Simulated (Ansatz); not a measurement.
`C1CNCCN1`. Total charge 0; spin multiplicity 1. All single points use the PBE0-D4/def2-TZVP geometry. It is a higher conformer; a search finds a lower one.

```xyz
16

C     1.093   -0.851    0.193
C     1.134    0.322   -0.810
N    -0.008    1.187   -0.564
C    -1.216    0.408   -0.389
C    -1.107   -0.328    0.960
N     0.275   -0.569    1.355
H     0.679   -1.741   -0.291
H     2.104   -1.113    0.511
H     1.151   -0.082   -1.837
H     2.048    0.909   -0.676
H    -0.110    1.867   -1.305
H    -1.367   -0.320   -1.206
H    -2.083    1.072   -0.392
H    -1.584    0.257    1.749
H    -1.637   -1.285    0.902
H     0.629    0.268    1.802
```

Task: What is the dipole moment at PBE/def2-TZVPP? (Estimate.)

Result: Ansatz gave: 1.53 D, with components (-0.12, 0.80, -1.30) D in this frame, pointing from negative to positive charge.

Task: And with r2SCAN, B3LYP, ωB97M-V? (Estimate.)

Result: Computed: r2SCAN 1.57 D, B3LYP 1.61 D, ωB97M-V 1.66 D.

Task: Give the Mulliken charges with PBE, B3LYP, r2SCAN in def2-TZVPP. (An estimate is asked.)

Result: The calculation gave: 
```tsv
atom	PBE	B3LYP	r2SCAN
C1	-0.07	-0.06	0.04
C2	-0.10	-0.09	0.00
N3	-0.23	-0.26	-0.28
C4	-0.09	-0.08	0.03
C5	-0.05	-0.04	0.03
N6	-0.20	-0.23	-0.24
H7	0.06	0.07	0.02
H8	0.08	0.08	0.03
H9	0.05	0.06	0.02
H10	0.07	0.08	0.03
H11	0.12	0.11	0.11
H12	0.07	0.07	0.03
H13	0.06	0.07	0.02
H14	0.06	0.06	0.02
H15	0.05	0.06	0.01
H16	0.12	0.11	0.11
```

B3LYP here is the variant with VWN-RPA as its local correlation; programs differ in this.
